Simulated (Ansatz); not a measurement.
**NH₄+ with CO: superposition error and deformation**

Aim: split the binding of a pair into the counterpoise interaction, the basis-set superposition error and the cost of deforming the fragments.

Method: PBE0-D4 structures, single points in def2-TZVPPD; program: Ansatz 0.2.0, Gaussian basis.

Levels: PBE-D4, revPBE-D4, BLYP-D4, r2SCAN-D4, B97M-V, PBE0-D4, B3LYP-D4, HSE06-D4, wB97X-V, wB97M-V, B2PLYP, Hartree-Fock, MP2, CCSD, CCSD(T).

Correlated methods freeze the cores. B3LYP uses VWN-RPA correlation. B2PLYP carries no dispersion term here.

### 1 Starting geometry

The relaxed pair: 7 atoms, charge 1, spin multiplicity 1.

Atoms are counted from 1 here; the program's logs count them from 0.

Bond lengths: N1–H2 1.022 Å, N1–H3 1.022 Å, N1–H4 1.045 Å, N1–H5 1.022 Å, C6–O7 1.115 Å. Angles: H2–N1–H3 109.2°, H2–N1–H4 109.8°, H2–N1–H5 109.2°, H3–N1–H4 109.8°, H3–N1–H5 109.2°, H4–N1–H5 109.8°.

As a file:

| atom | x (Å) | y (Å) | z (Å) |
| --- | --- | --- | --- |
| N1 | -0.0549 | -0.0219 | -1.0308 |
| H2 | 0.8870 | -0.0383 | -1.4267 |
| H3 | -0.5464 | 0.8080 | -1.3683 |
| H4 | 0.0007 | 0.0002 | 0.0125 |
| H5 | -0.5604 | -0.8572 | -1.3322 |
| C6 | 0.1074 | 0.0428 | 2.0159 |
| O7 | 0.1666 | 0.0664 | 3.1296 |

Atoms 1 to 5 are fragment A (NH₄+), the rest fragment B (CO). From earlier runs, pair energy (eV) and counterpoise interaction (kcal/mol):

| method | E(pair) | interaction |
| --- | --- | --- |
| PBE-D4 | -4628.66327 | -10.63 |
| revPBE-D4 | -4632.93322 | -9.95 |
| BLYP-D4 | -4633.10571 | -9.74 |
| r2SCAN-D4 | -4631.43026 | -9.04 |
| B97M-V | -4633.13378 | -8.94 |
| PBE0-D4 | -4628.74846 | -9.45 |
| B3LYP-D4 | -4634.24366 | -9.07 |
| HSE06-D4 | -4628.51797 | -9.46 |
| wB97X-V | -4632.51533 | -8.40 |
| wB97M-V | -4632.42090 | -8.12 |
| B2PLYP | -4630.77347 | -8.65 |
| MP2 | -4624.55085 | -9.16 |
| CCSD(T) | -4625.66838 | -8.30 |

First each fragment is run alone in its own basis, frozen in the shape it has in the pair (a, b).

### 2 CCSD(T)/def2-TZVPPD

Input file a/in.yaml:

```yaml
crystal:
  periodic: [false, false, false]
  atoms:
    - {symbol: N, position_ang: [-0.054906, -0.021884, -1.030802]}
    - {symbol: H, position_ang: [0.887005, -0.038341, -1.426682]}
    - {symbol: H, position_ang: [-0.546440, 0.807988, -1.368288]}
    - {symbol: H, position_ang: [0.000653, 0.000230, 0.012523]}
    - {symbol: H, position_ang: [-0.560389, -0.857232, -1.332247]}
basis:
  gaussian: {orbitals: "def2-TZVPPD.json"}
total_charge: 1
correlation: {method: ccsd_t}
```

Input file b/in.yaml:

```yaml
crystal:
  periodic: [false, false, false]
  atoms:
    - {symbol: C, position_ang: [0.107362, 0.042829, 2.015920]}
    - {symbol: O, position_ang: [0.166615, 0.066411, 3.129576]}
basis:
  gaussian: {orbitals: "def2-TZVPPD.json"}
correlation: {method: ccsd_t}
```

The basis file named in the input lies beside it (Basis Set Exchange, JSON).

No record of the launch command was kept for these runs.

Log of a:

```text
Functional definition: HF
  name "HF"
  cite "Fock, Z. Phys. 61, 126 (1930) doi:10.1007/BF01340294"
  parent pbe
  exchange = exact_x
  correlation = 0
585 factors; integrals over basis functions are off by at most 8.7e-4 eV
mean field evaluation 1: about -1534.7755 eV, gradient 5.1e1 eV
mean field evaluation 2: about -1534.7754 eV, gradient 5.1e1 eV
mean field evaluation 4: about -1539.2065 eV, gradient 1.8e0 eV
mean field evaluation 8: about -1539.2211 eV, gradient 3.2e-4 eV
mean field evaluation 16: about -1539.2208 eV, gradient 2.8e-1 eV
mean field -1539.22109089 eV, -56.5653317688 hartree, gradient 2.7e-6 eV, S^2 0.000000; 0 other end points of the search recorded, 0 dependent functions left out
1 core orbitals not correlated: weight in the atoms' cores, before any rotation towards them, 1.000 or more for the frozen orbitals, at most 0.000 for the correlated occupied ones
reference -1539.22109089 eV, -56.5653317688 hartree; 4, 4 occupied and 100, 100 virtual orbitals, 585 factors
second order -6.23827140 eV of doubles, -0.00000000 eV of singles
cycle   1  -6.50685187 eV  change   -2.7e-1 eV  update   3.6e-2
cycle   2  -6.63965427 eV  change   -1.3e-1 eV  update   1.1e-2
cycle   3  -6.65599345 eV  change   -1.6e-2 eV  update   3.2e-3
cycle   4  -6.65656422 eV  change   -5.7e-4 eV  update   7.5e-4
cycle   5  -6.65690485 eV  change   -3.4e-4 eV  update   1.5e-4
cycle   6  -6.65692199 eV  change   -1.7e-5 eV  update   3.3e-5
cycle   7  -6.65693104 eV  change   -9.1e-6 eV  update   5.4e-6
cycle   8  -6.65693310 eV  change   -2.1e-6 eV  update   1.1e-6
perturbative correction -0.18003765 eV, -0.0066162615 hartree
Total energy: -1546.05806164 eV, -56.8165858094 hartree
```

b printed, shortened:

```text
[... 4 set-up lines as earlier in the session ...]
[...]
484 factors; integrals over basis functions are off by at most 1.1e-3 eV
[...]
mean field -3069.08732136 eV, -112.7868787577 hartree, gradient 1.4e-6 eV, S^2 0.000000; 0 other end points of the search recorded, 0 dependent functions left out
2 core orbitals not correlated: weight in the atoms' cores, before any rotation towards them, 1.000 or more for the frozen orbitals, at most 0.000 for the correlated occupied ones
reference -3069.08732136 eV, -112.7868787577 hartree; 5, 5 occupied and 70, 70 virtual orbitals, 484 factors
second order -9.58769359 eV of doubles, -0.00000000 eV of singles
cycle   1  -9.30638011 eV  change    2.8e-1 eV  update   9.0e-2
[...]
cycle   9  -9.69566046 eV  change    5.8e-6 eV  update   3.9e-6
perturbative correction -0.44996691 eV, -0.0165359788 hartree
Total energy: -3079.23294872 eV, -113.1597236864 hartree
```

Times: 1.3 s (a), 0.65 s (b) on 2 threads, shared host; peak memory 0.33 GiB.

### 3 Relaxing NH₄+ alone

Input file relax-a/in.yaml:

```yaml
crystal:
  periodic: [false, false, false]
  atoms:
    - {symbol: N, position_ang: [-0.054906, -0.021884, -1.030802]}
    - {symbol: H, position_ang: [0.887005, -0.038341, -1.426682]}
    - {symbol: H, position_ang: [-0.546440, 0.807988, -1.368288]}
    - {symbol: H, position_ang: [0.000653, 0.000230, 0.012523]}
    - {symbol: H, position_ang: [-0.560389, -0.857232, -1.332247]}
basis:
  gaussian: {orbitals: def2-TZVP}
total_charge: 1
hamiltonian: {xc: pbe0, dispersion: d4}
relax: {f_tol: 0.005, max_steps: 200}
```

Output, shortened:

```text
Functional definition: PBE0
  name "PBE0"
  cite "Adamo & Barone, J. Chem. Phys. 110, 6158 (1999) doi:10.1063/1.478522"
  cite "Perdew, Burke & Ernzerhof, Phys. Rev. Lett. 77, 3865 (1996) doi:10.1103/PhysRevLett.77.3865"
[... 1 set-up line as earlier in the session ...]
[...]
331 factors; their error is unknown
[...]
mean field -1547.06328642 eV, -56.8535271387 hartree, gradient 5.0e-5 eV, S^2 0.000000; 0 other end points of the search recorded, 0 dependent functions left out
[...]
reference -1547.06329938 eV, -56.8535276149 hartree; 5, 5 occupied and 50, 50 virtual orbitals, 331 factors
relax step   1: F+E_penalty+E_count = -1547.07183834 eV  Δ(F+E_penalty+E_count) = +0.000e0 eV  max|allowed force component| = 8.534e-1 eV/Å  Δτ_max = 0.0000 Å  (22 SCF iters, accepted)
[...]
331 factors; their error is unknown
[...]
mean field -1547.07327174 eV, -56.8538940925 hartree, gradient 2.3e-5 eV, S^2 0.000000; 1 other end points of the search recorded, 0 dependent functions left out
[...]
reference -1547.07328462 eV, -56.8538945658 hartree; 5, 5 occupied and 50, 50 virtual orbitals, 331 factors
Total energy: -1547.08182874 eV, -56.8542085566 hartree
Atom 0 at    -0.054816    -0.021848    -1.029116 Å, force     0.000062     0.000025     0.001172 eV/Å
Atom 1 at     0.890740    -0.038246    -1.420869 Å, force    -0.001580     0.000024     0.000498 eV/Å
Atom 2 at    -0.547804     0.811093    -1.362268 Å, force     0.000811    -0.001387     0.000401 eV/Å
Atom 3 at    -0.000394    -0.000187    -0.007144 Å, force    -0.000129    -0.000051    -0.002413 eV/Å
Atom 4 at    -0.561803    -0.860050    -1.326098 Å, force     0.000835     0.001390     0.000341 eV/Å
Dipole moment:     0.000001     0.000000     0.000018 e Å
```

It took 1.1 s on 2 threads, shared host.

The steps of the relaxation:

| step | energy from step 1 (eV) | largest force component (eV/Å) |
| --- | --- | --- |
| 1 | 0.0000 | 0.8534 |
| 2 | -0.0093 | 0.2289 |
| 3 | -0.0100 | 0.0024 |

Distances of close pairs at the start and the end, largest changes first:

| bond | before (Å) | after (Å) | change (Å) |
| --- | --- | --- | --- |
| N1–H4 | 1.045 | 1.024 | -0.021 |
| N1–H2 | 1.022 | 1.024 | +0.002 |
| N1–H5 | 1.022 | 1.024 | +0.002 |
| N1–H3 | 1.022 | 1.024 | +0.002 |

### 4 Relaxing CO alone

Input file relax-b/in.yaml:

```yaml
crystal:
  periodic: [false, false, false]
  atoms:
    - {symbol: C, position_ang: [0.107362, 0.042829, 2.015920]}
    - {symbol: O, position_ang: [0.166615, 0.066411, 3.129576]}
basis:
  gaussian: {orbitals: def2-TZVP}
hamiltonian: {xc: pbe0, dispersion: d4}
relax: {f_tol: 0.005, max_steps: 200}
```

Output, shortened:

```text
[... 5 set-up lines as earlier in the session ...]
[...]
331 factors; their error is unknown
[...]
mean field -3081.16781627 eV, -113.2308287574 hartree, gradient 2.1e-5 eV, S^2 0.000000; 0 other end points of the search recorded, 0 dependent functions left out
[...]
reference -3081.16783219 eV, -113.2308293425 hartree; 7, 7 occupied and 55, 55 virtual orbitals, 331 factors
relax step   1: F+E_penalty+E_count = -3081.17641647 eV  Δ(F+E_penalty+E_count) = +0.000e0 eV  max|allowed force component| = 1.027e0 eV/Å  Δτ_max = 0.0000 Å  (23 SCF iters, accepted)
[...]
relax step   2: F+E_penalty+E_count = -3081.18044117 eV  Δ(F+E_penalty+E_count) = -4.025e-3 eV  max|allowed force component| = 2.794e-2 eV/Å  Δτ_max = 0.0041 Å  (27 SCF iters, accepted)
[...]
relax step   3: F+E_penalty+E_count = -3081.18044427 eV  Δ(F+E_penalty+E_count) = -3.096e-6 eV  max|allowed force component| = 5.140e-4 eV/Å  Δτ_max = 0.0001 Å  (28 SCF iters, accepted)
331 factors; their error is unknown
[...]
mean field -3081.17184466 eV, -113.2309767981 hartree, gradient 1.9e-5 eV, S^2 0.000000; 1 other end points of the search recorded, 0 dependent functions left out
[...]
reference -3081.17186061 eV, -113.2309773841 hartree; 7, 7 occupied and 55, 55 virtual orbitals, 331 factors
Total energy: -3081.18046022 eV, -113.2312934138 hartree
Atom 0 at     0.107152     0.042745     2.011972 Å, force     0.000027     0.000011     0.000514 eV/Å
Atom 1 at     0.166825     0.066495     3.133524 Å, force    -0.000027    -0.000011    -0.000514 eV/Å
Dipole moment:     0.001413     0.000562     0.026550 e Å
```

Wall time 0.95 s (2 threads, shared host).

Along the way:

| step | energy from step 1 (eV) | largest force component (eV/Å) |
| --- | --- | --- |
| 1 | 0.0000 | 1.0270 |
| 2 | -0.0040 | 0.0279 |
| 3 | -0.0040 | 0.0005 |

The bond:

| bond | before (Å) | after (Å) | change (Å) |
| --- | --- | --- | --- |
| C1–O2 | 1.115 | 1.123 | +0.008 |

### 5 CCSD(T)/def2-TZVPPD

Input file free-a/in.yaml:

```yaml
crystal:
  periodic: [false, false, false]
  atoms:
    - {symbol: N, position_ang: [-0.054816, -0.021848, -1.029116]}
    - {symbol: H, position_ang: [0.890740, -0.038246, -1.420869]}
    - {symbol: H, position_ang: [-0.547804, 0.811093, -1.362268]}
    - {symbol: H, position_ang: [-0.000394, -0.000187, -0.007144]}
    - {symbol: H, position_ang: [-0.561803, -0.860050, -1.326098]}
basis:
  gaussian: {orbitals: "def2-TZVPPD.json"}
total_charge: 1
correlation: {method: ccsd_t}
```

Input file free-b/in.yaml:

```yaml
crystal:
  periodic: [false, false, false]
  atoms:
    - {symbol: C, position_ang: [0.107152, 0.042745, 2.011972]}
    - {symbol: O, position_ang: [0.166825, 0.066495, 3.133524]}
basis:
  gaussian: {orbitals: "def2-TZVPPD.json"}
correlation: {method: ccsd_t}
```

Log of free-a, shortened:

```text
[... 4 set-up lines as earlier in the session ...]
[...]
585 factors; integrals over basis functions are off by at most 8.7e-4 eV
[...]
mean field -1539.24130691 eV, -56.5660746937 hartree, gradient 1.8e-6 eV, S^2 0.000000; 0 other end points of the search recorded, 0 dependent functions left out
1 core orbitals not correlated: weight in the atoms' cores, before any rotation towards them, 1.000 or more for the frozen orbitals, at most 0.000 for the correlated occupied ones
reference -1539.24130691 eV, -56.5660746937 hartree; 4, 4 occupied and 100, 100 virtual orbitals, 585 factors
second order -6.22980327 eV of doubles, -0.00000000 eV of singles
cycle   1  -6.49992785 eV  change   -2.7e-1 eV  update   3.6e-2
[...]
cycle   7  -6.64848151 eV  change   -8.7e-6 eV  update   5.3e-6
perturbative correction -0.17892666 eV, -0.0065754334 hartree
Total energy: -1546.06871507 eV, -56.8169773159 hartree
```

free-b printed, shortened:

```text
[... 4 set-up lines as earlier in the session ...]
[...]
485 factors; integrals over basis functions are off by at most 1.1e-3 eV
[...]
mean field -3069.06916291 eV, -112.7862114472 hartree, gradient 1.5e-6 eV, S^2 0.000000; 0 other end points of the search recorded, 0 dependent functions left out
2 core orbitals not correlated: weight in the atoms' cores, before any rotation towards them, 1.000 or more for the frozen orbitals, at most 0.000 for the correlated occupied ones
reference -3069.06916291 eV, -112.7862114472 hartree; 5, 5 occupied and 70, 70 virtual orbitals, 485 factors
second order -9.62314269 eV of doubles, -0.00000000 eV of singles
cycle   1  -9.32348399 eV  change    3.0e-1 eV  update   9.2e-2
[...]
cycle   9  -9.72211475 eV  change    6.5e-6 eV  update   4.1e-6
perturbative correction -0.45657080 eV, -0.0167786675 hartree
Total energy: -3079.24784846 eV, -113.1602712417 hartree
```

Times: 1 s (free-a), 0.55 s (free-b) on 2 threads, shared host; peak memory 0.32 GiB.

### 6 The split

| method | interaction with counterpoise (kcal/mol) | without | superposition error | deformation | binding energy |
| --- | --- | --- | --- | --- | --- |
| PBE-D4 | -10.63 | -10.73 | 0.10 | 0.49 | -10.13 |
| revPBE-D4 | -9.95 | -10.05 | 0.09 | 0.57 | -9.39 |
| BLYP-D4 | -9.74 | -9.86 | 0.12 | 0.49 | -9.25 |
| r2SCAN-D4 | -9.04 | -9.10 | 0.06 | 0.43 | -8.61 |
| B97M-V | -8.94 | -8.98 | 0.04 | 0.45 | -8.49 |
| PBE0-D4 | -9.45 | -9.52 | 0.07 | 0.34 | -9.11 |
| B3LYP-D4 | -9.07 | -9.16 | 0.09 | 0.35 | -8.73 |
| HSE06-D4 | -9.46 | -9.53 | 0.07 | 0.34 | -9.12 |
| wB97X-V | -8.40 | -8.46 | 0.07 | 0.38 | -8.02 |
| wB97M-V | -8.12 | -8.17 | 0.06 | 0.36 | -7.76 |
| B2PLYP | -8.65 | -8.82 | 0.17 | 0.50 | -8.15 |
| Hartree-Fock | -4.10 | -4.13 | 0.03 | 0.05 | -4.05 |
| MP2 | -9.16 | -9.60 | 0.44 | 0.67 | -8.49 |
| CCSD | -7.63 | -8.01 | 0.37 | 0.46 | -7.17 |
| CCSD(T) | -8.30 | -8.70 | 0.41 | 0.59 | -7.71 |

### 7 What came out

```
            quantity           value
interaction, CCSD(T)  -8.30 kcal/mol
 superposition error   0.41 kcal/mol
         deformation   0.59 kcal/mol
      binding energy  -7.71 kcal/mol
```

In words: In this basis the superposition error is 0.41 kcal/mol for CCSD(T) and 0.08 kcal/mol on average for the plain functionals: correlated methods borrow far more, since they need many more functions to converge. Deformation takes back 7 % of the interaction.
